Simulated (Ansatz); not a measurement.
# C3H4S3: the cost of one run

Method: the settings change from run to run; program: Ansatz 0.2.0, Gaussian basis.

### 1 The geometry

The geometry comes from an earlier relaxation with PBE0-D4 in a triple-zeta def2 set; it is a stationary point, not always the lowest conformer.

SMILES `S=C1SCCS1`, 10 atoms, charge 0, spin multiplicity 1.

Atoms are counted from 1 here; the program's logs count them from 0.

Bond lengths: S1–C2 1.625 Å, C2–S3 1.740 Å, C2–S6 1.740 Å, S3–C4 1.806 Å, C4–C5 1.513 Å, C4–H7 1.092 Å, C4–H8 1.092 Å, C5–S6 1.806 Å, C5–H9 1.092 Å, C5–H10 1.092 Å. Angles: S1–C2–S3 123.2°, S1–C2–S6 123.2°, S3–C2–S6 113.6°, C2–S3–C4 97.0°, S3–C4–C5 107.5°, S3–C4–H7 108.3°, S3–C4–H8 108.9°, C5–C4–H7 111.6°, C5–C4–H8 111.3°, H7–C4–H8 109.1°, C4–C5–S6 107.5°, C4–C5–H9 111.3°, C4–C5–H10 111.6°, S6–C5–H9 108.9°, S6–C5–H10 108.3°, H9–C5–H10 109.1°, C2–S6–C5 97.0°.

### 2 PBE-QIDH/cc-pVDZ

Set apart from the defaults: high accuracy.

in.yaml

```yaml
crystal:
  periodic: [false, false, false]
  atoms:
    - {symbol: S, position_ang: [-1.204484, 2.062742, 2.367861]}
    - {symbol: C, position_ang: [-0.622356, 1.065894, 1.223524]}
    - {symbol: S, position_ang: [-0.770047, -0.665666, 1.303265]}
    - {symbol: C, position_ang: [0.358154, -1.046389, -0.054837]}
    - {symbol: C, position_ang: [0.220991, 0.054565, -1.083645]}
    - {symbol: S, position_ang: [0.207828, 1.628643, -0.197960]}
    - {symbol: H, position_ang: [0.082189, -2.019060, -0.466668]}
    - {symbol: H, position_ang: [1.376214, -1.100304, 0.336262]}
    - {symbol: H, position_ang: [-0.709511, -0.041519, -1.646895]}
    - {symbol: H, position_ang: [1.061011, 0.061103, -1.780908]}
basis:
  gaussian: {orbitals: cc-pVDZ}
hamiltonian: {xc: {name: PBE-QIDH}}
accuracy: high
```

Command:

```
$ ansatz run in.yaml --threads 4 --pin off --events-out ev --progress --plain --max-ram 10444MiB
```

**Question.** How long does this run take on 4 threads of Arm Neoverse V1, shared host, and how much memory does it need?

About 8.5 s, with a peak of 0.58 GiB.
